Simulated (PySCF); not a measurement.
Isomers C5H8:

A. ethenylcyclopropane
B. `CCC1=CC1`
C. SMILES C1C(=CC)C1

Spectrum 1. 13C{1H} NMR (computed): δ 132.2 (C), 106.8 (CH), 26.0 (CH2), 14.1 (CH3), 9.1 (CH2).

Spectrum 2. 13C{1H} NMR (computed): δ 128.1 (C), 122.2 (CH), 21.4 (CH3), 5.1 (CH2), 3.8 (CH2).

Spectrum 3. 13C{1H} NMR (computed): δ 151.8 (CH), 118.2 (CH2), 20.2 (CH), 9.1 (CH2).

PySCF 2.14.0 with density-fitted response routines calculation with GFN2-xTB structure and shieldings: GIAO PBE0/pcSseg-1; equivalent nuclei averaged, no relativistic terms, one computed conformer, gas phase.

Referencing at the same level of theory: 13C vs TMS. Shifts are as computed. Against solution values, carbons near 30 ppm lie about +3 ppm off and those near 130 ppm about +5 ppm (rms about the fit 2.1 ppm; single classes can miss by 10 ppm). Of 1328 compounds with measured shifts, 309 miss one by over three times the rms of a fit or turn the order of signals round; such compounds aren't used in these exercises. Signals without a measured value on file couldn't be tested in this way; 1H shifts scatter by 0.2 ppm about their fit, and single ones miss by 0.5 ppm.

Question: Match each spectrum to its structure.

Answer: 1–B, 2–C, 3–A.

- Spectrum 1 (B): 5 13C signals; δC 132.2 is a fully substituted alkene carbon; δC 106.8 is an alkene CH.
- Spectrum 2 (C): 5 13C signals; δC 128.1 is a fully substituted alkene carbon; δC 122.2 is an alkene CH.
- Spectrum 3 (A): 4 13C signals; δC 151.8 is an alkene CH; δC 118.2 is a terminal =CH2 carbon.
